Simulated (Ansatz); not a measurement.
# C2H4O2: the cost of one run

Method: RKS BHLYP-D4/def2-SVP, in Ansatz 0.2.0.

## Step 1: Starting point

Bond lengths: C1–O2 1.386 Å, O2–C3 1.359 Å, C3–O4 1.204 Å, C1–H5 1.150 Å, C1–H6 1.137 Å, C1–H7 1.083 Å, C3–H8 1.101 Å. Angles: C1–O2–C3 112.6°, O2–C1–H5 110.5°, O2–C1–H6 109.7°, O2–C1–H7 115.3°, H5–C1–H6 103.5°, H5–C1–H7 109.6°, H6–C1–H7 107.5°, O2–C3–O4 126.7°, O2–C3–H8 107.1°, O4–C3–H8 125.2°.

Structure file:

```xyz
8

C     0.0467    0.9664   -0.0916
O     0.0584   -0.0847    0.8123
C    -0.0396   -1.2971    0.2051
O    -0.0395   -1.5107   -0.9796
H    -0.9511    0.9958   -0.6624
H     0.0611    1.9555    0.4697
H     0.8684    0.9795   -0.7964
H     0.0878   -2.0618    0.9872
```

## Step 2: Relaxing end A

input.yaml reads:

```yaml
crystal:
  periodic: [false, false, false]
  atoms:
    - { symbol: C, position_ang: [0.0467, 0.9664, -0.0916] }
    - { symbol: O, position_ang: [0.0584, -0.0847, 0.8123] }
    - { symbol: C, position_ang: [-0.0396, -1.2971, 0.2051] }
    - { symbol: O, position_ang: [-0.0395, -1.5107, -0.9796] }
    - { symbol: H, position_ang: [-0.9511, 0.9958, -0.6624] }
    - { symbol: H, position_ang: [0.0611, 1.9555, 0.4697] }
    - { symbol: H, position_ang: [0.8684, 0.9795, -0.7964] }
    - { symbol: H, position_ang: [0.0878, -2.0618, 0.9872] }
basis:
  gaussian: { orbitals: def2-SVP }
hamiltonian:
  xc: { name: BHLYP }
  dispersion: d4
relax:
  f_tol: 0.015
  max_steps: 40
```

The run is started by

```sh
> ansatz run input.yaml --threads 1 --pin off --max-ram 2048MiB --backend cpu --events-out ev --progress --plain --runs-dir out
```

Q: Estimate wall time and peak memory on 1 thread of Arm Neoverse V1, shared host.

About 17 s, with a peak of 0.14 GiB.
